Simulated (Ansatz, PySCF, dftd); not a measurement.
Species: C2H3O, charge 0, doublet. C2H3O (SMILES [CH]1CO1, doublet).
B3LYP-D3(BJ)/def2-TZVP minimum from Ansatz (a program for electronic structure):
```
C
H 1 1.0841
H 1 1.0855 2 116.13
C 1 1.4453 2 119.59 3 -161.77
O 4 1.3627 1 63.15 2 -100.82
H 4 1.0856 5 122.06 1 125.52
```
Charge 0, spin multiplicity 2.

Wanted: enthalpy of formation at 298 K (by atomisation, with ideal-gas terms from PySCF's Hessian at B3LYP-D3(BJ)/def2-TZVP and the atoms' measured values of the G2/97 table; no spin-orbit terms), in kJ/mol. Radicals and triplets start from unrestricted determinants; spin-orbit coupling is neglected. Cores are frozen in correlated methods. Rows without X2C or -DK are non-relativistic. CBS(X,Y): correlation extrapolated as X^-3, Hartree-Fock from the larger set (Q,5: extrapolated as (X+1)exp(-9√X)). A bracket is a step between two methods taken in the basis named. The functionals are non-relativistic, so their misses hold any scalar relativity. 'core' is core correlation in cc-pwCVTZ, 'X2C' scalar relativity in cc-pVTZ-DK, both at CCSD(T). For partners of very few electrons the exact lower level stands in for a higher one.

```tsv
level	program	enthalpy of formation at 298 K (kJ/mol)	difference against the last row
B3LYP-D4/def2-TZVPD	Ansatz + dftd4	160.4	-0.7
PBE0-D4/def2-TZVPD	Ansatz + dftd4	131.9	-29.2
wB97X-V/def2-TZVPD	Ansatz	154.4	-6.7
CCSD/cc-pV5Z	Ansatz	232.4	71.3
CCSDT(Q)/cc-pVDZ	Ansatz	361.2	200.1
CCSD(T)/CBS(cc-pVQZ,cc-pV5Z) + [CCSDT(Q) - CCSD(T)]/cc-pVDZ + core + X2C	Ansatz	161.1	0.0
```
